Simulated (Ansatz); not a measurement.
Relaxation of FH5Si (7 atoms, charge 0, multiplicity 1), to a largest force component of 0.03 eV/Å in at most 50 steps.

The calculation used RKS B3LYP/def2-SVP (Ansatz).

```xyz
7
Properties=species:S:1:pos:R:3
Si -0.395 0.000 -0.401
F 0.037 0.003 2.375
H 0.979 0.000 0.141
H -0.585 1.212 -1.254
H -0.586 -1.212 -1.253
H -1.498 0.000 0.574
H -0.886 -0.003 2.331
```

Question: Where does it end, and by what steps?

Answer: It converged. The force dipped under the threshold on the way, but the program's further checks kept it going. After 26 steps the energy has fallen by 0.220 eV; F2 moved furthest, 0.81 Å.

```json
{"step": "0", "energy less start (eV)": "0.0000", "largest force component (eV/Å)": "0.829", "accepted": "yes"}
{"step": "1", "energy less start (eV)": "-0.0994", "largest force component (eV/Å)": "0.919", "accepted": "yes"}
{"step": "2", "energy less start (eV)": "-0.1418", "largest force component (eV/Å)": "0.593", "accepted": "yes"}
{"step": "3", "energy less start (eV)": "-0.1480", "largest force component (eV/Å)": "0.433", "accepted": "yes"}
{"step": "4", "energy less start (eV)": "-0.0712", "largest force component (eV/Å)": "1.953", "accepted": "no"}
{"step": "5", "energy less start (eV)": "-0.1497", "largest force component (eV/Å)": "0.406", "accepted": "yes"}
{"step": "6", "energy less start (eV)": "-0.1534", "largest force component (eV/Å)": "0.103", "accepted": "yes"}
{"step": "7", "energy less start (eV)": "-0.1535", "largest force component (eV/Å)": "0.124", "accepted": "yes"}
{"step": "8", "energy less start (eV)": "-0.1537", "largest force component (eV/Å)": "0.124", "accepted": "yes"}
{"step": "9", "energy less start (eV)": "-0.0984", "largest force component (eV/Å)": "1.711", "accepted": "no"}
{"step": "10", "energy less start (eV)": "-0.1548", "largest force component (eV/Å)": "0.062", "accepted": "yes"}
{"step": "11", "energy less start (eV)": "-0.1498", "largest force component (eV/Å)": "0.535", "accepted": "no"}
{"step": "12", "energy less start (eV)": "-0.1558", "largest force component (eV/Å)": "0.017", "accepted": "yes"}
{"step": "13", "energy less start (eV)": "-0.1563", "largest force component (eV/Å)": "0.160", "accepted": "yes"}
{"step": "14", "energy less start (eV)": "-0.1566", "largest force component (eV/Å)": "0.341", "accepted": "yes"}
{"step": "15", "energy less start (eV)": "-0.1576", "largest force component (eV/Å)": "0.349", "accepted": "yes"}
{"step": "16", "energy less start (eV)": "-0.1729", "largest force component (eV/Å)": "0.066", "accepted": "yes"}
{"step": "17", "energy less start (eV)": "-0.1757", "largest force component (eV/Å)": "0.807", "accepted": "yes"}
{"step": "18", "energy less start (eV)": "-0.1765", "largest force component (eV/Å)": "1.155", "accepted": "yes"}
{"step": "19", "energy less start (eV)": "-0.2150", "largest force component (eV/Å)": "0.108", "accepted": "yes"}
{"step": "20", "energy less start (eV)": "-0.1999", "largest force component (eV/Å)": "0.708", "accepted": "no"}
{"step": "21", "energy less start (eV)": "-0.2178", "largest force component (eV/Å)": "0.040", "accepted": "yes"}
{"step": "22", "energy less start (eV)": "-0.2180", "largest force component (eV/Å)": "0.121", "accepted": "yes"}
{"step": "23", "energy less start (eV)": "-0.2192", "largest force component (eV/Å)": "0.043", "accepted": "yes"}
{"step": "24", "energy less start (eV)": "-0.2195", "largest force component (eV/Å)": "0.004", "accepted": "yes"}
{"step": "25", "energy less start (eV)": "-0.2193", "largest force component (eV/Å)": "0.138", "accepted": "no"}
{"step": "26", "energy less start (eV)": "-0.2195", "largest force component (eV/Å)": "0.017", "accepted": "yes"}
```

```xyz
7
Properties=species:S:1:pos:R:3
Si -0.394 0.180 -0.471
F -0.108 -0.785 2.463
H 0.991 0.558 -0.086
H -0.727 0.785 -1.792
H -0.540 -1.297 -0.548
H -1.359 0.726 0.535
H -0.797 -0.167 2.410
```

Whether the end is a true minimum wasn't checked by a vibrational analysis.

Time of the run: 36 s on 1 thread of Arm Neoverse V1, with other jobs on the host, peak memory 0.11 GiB.
